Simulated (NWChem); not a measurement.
**UB3LYP/LANL2DZ run of C2H3O (SMILES C=C[O])**

Aim: the vertical ionisation energy of C2H3O at UB3LYP/LANL2DZ, from 2 runs. 

The calculation is run with NWChem 7.3.0.

### 1 The structure to begin with

The species is C2H3O (6 atoms), meant as a doublet with charge 0. SMILES: `C=C[O]`. Geometry: relaxed at PBE0-D4/def2-TZVP.

Bond lengths: C1–C2 1.420 Å, C2–O3 1.226 Å, C1–H4 1.083 Å, C1–H5 1.083 Å, C2–H6 1.106 Å. Angles: C1–C2–O3 123.0°, C1–C2–H6 116.8°, O3–C2–H6 120.2°, C2–C1–H4 119.3°, C2–C1–H5 121.1°, H4–C1–H5 119.6°.

### 2 The energy at UB3LYP/LANL2DZ

Contents of c2h3o.nw:

```
start c2h3o
title "C2H3O"
memory 2200 mb
charge 0
geometry noautosym nocenter noautoz
   C    -0.535600    0.055800   -0.481000
   C     0.531200   -0.055700    0.450000
   O     0.984900   -1.132800    0.821000
   H    -0.977900   -0.844800   -0.889800
   H    -0.912600    1.024000   -0.787600
   H     0.952100    0.889600    0.841100
end
basis spherical bse
   * library LANL2DZ
end
dft
   xc b3lyp
   mult 2
   grid fine
   convergence energy 1e-08
   iterations 100
   mulliken
   noprint "final vectors analysis"
end
task dft
```

On the command line:

```sh
$ nwchem c2h3o.nw > c2h3o.out
```

What it wrote:

```text
[...]
          Wavefunction type:  spin polarized.
          No. of atoms     :     6
          No. of electrons :    23
[...]
          Charge           :     0
          Spin multiplicity:     2
[...]
          AO basis - number of functions:    33
[...]
              XC Information
              --------------
                         B3LYP Method XC Potential
                     Hartree-Fock (Exact) Exchange  0.200
                        Slater Exchange Functional  0.800 local
                    Becke 1988 Exchange Functional  0.720 non-local
              Lee-Yang-Parr Correlation Functional  0.810
                  VWN I RPA Correlation Functional  0.190 local
[...]
 d= 0,ls=0.0,diis     1   -153.0261374176 -2.17D+02  4.36D-02  1.97D-01     0.4
[...]
 d= 0,ls=0.0,diis    13   -153.1498702197 -5.78D-10  2.02D-07  1.48D-11     3.8
[...]
         Total DFT energy =     -153.149870219660
      One electron energy =     -333.432437957004
           Coulomb energy =      136.964283530752
    Exchange-Corr. energy =      -20.500285542473
 Nuclear repulsion energy =       63.818569749065
[...]
      Total Density - Mulliken Population Analysis
     ---------------------------------------------
    Atom       Charge   Shell Charges
 -----------   ------   -------------------------------------------------------
    1 C    6     6.41   2.00  0.77  0.56  2.55  0.52
    2 C    6     6.02   2.00  0.79  0.39  2.54  0.31
    3 O    8     8.19   2.00  0.97  0.85  3.39  0.99
    4 H    1     0.77   0.51  0.25
    5 H    1     0.78   0.52  0.26
    6 H    1     0.84   0.52  0.32
[...]
      <S2> =      0.7690 (Exact =     0.7500)
[...]
```

Wall time 4.5 s (1 thread of Intel Xeon 6975P-C (Granite Rapids), shared host); peak memory 0.11 GiB.

### 3 The singlet cation, same level

Contents of c2h3o.xyz:

```xyz
6

C     -0.535600     0.055800    -0.481000
C      0.531200    -0.055700     0.450000
O      0.984900    -1.132800     0.821000
H     -0.977900    -0.844800    -0.889800
H     -0.912600     1.024000    -0.787600
H      0.952100     0.889600     0.841100
```

Contents of c2h3o.nw:

```
echo
start c2h3o
memory stack 880 mb heap 220 mb global 1100 mb
charge 1

geometry units angstroms noautosym nocenter noautoz
  load format xyz c2h3o.xyz
end

basis spherical bse
  * library LANL2DZ
end

dft
  xc b3lyp
  grid fine
  convergence energy 1e-08
  maxiter 100
  mulliken
  print low
end

task dft energy
```

On the command line:

```sh
$ nwchem c2h3o.nw > c2h3o.out
```

What it wrote:

```text
[...]
 d= 0,ls=0.0,diis     1   -152.4770461051 -2.16D+02  1.14D-01  2.29D+00     0.3
[...]
 d= 0,ls=0.0,diis    11   -152.7642815329 -5.27D-09  9.08D-07  1.96D-09     2.3
         Total DFT energy =     -152.764281532878
      One electron energy =     -326.313193030078
           Coulomb energy =      129.868846626990
    Exchange-Corr. energy =      -20.138504878855
 Nuclear repulsion energy =       63.818569749065
[...]
      Total Density - Mulliken Population Analysis
     ---------------------------------------------
    Atom       Charge   Shell Charges
 -----------   ------   -------------------------------------------------------
    1 C    6     6.05   2.00  0.86  0.60  2.34  0.25
    2 C    6     5.97   2.00  0.80  0.41  2.56  0.20
    3 O    8     7.95   2.00  1.01  0.86  3.29  0.80
    4 H    1     0.66   0.50  0.16
    5 H    1     0.66   0.50  0.16
    6 H    1     0.72   0.50  0.22
[...]
```

Wall time 2.8 s (1 thread of Intel Xeon 6975P-C (Granite Rapids), shared host); peak memory 0.11 GiB.

### 4 Results

At UB3LYP/LANL2DZ:

```
                                          quantity          value
                       doublet C2H3O: total energy  -153.14987 Eh
                      doublet C2H3O: dipole moment         3.22 D
                               doublet C2H3O: ⟨S²⟩          0.769
                      singlet cation: total energy  -152.76428 Eh
vertical ionisation energy (to the singlet cation)      10.492 eV
```

What this shows: Removing an electron at fixed nuclei costs 10.49 eV (1012 kJ/mol). Only the singlet of the ionised species was computed; a triplet could lie lower. Mulliken charges (singlet cation) run from -0.05 on C1 to +0.34 on H4.
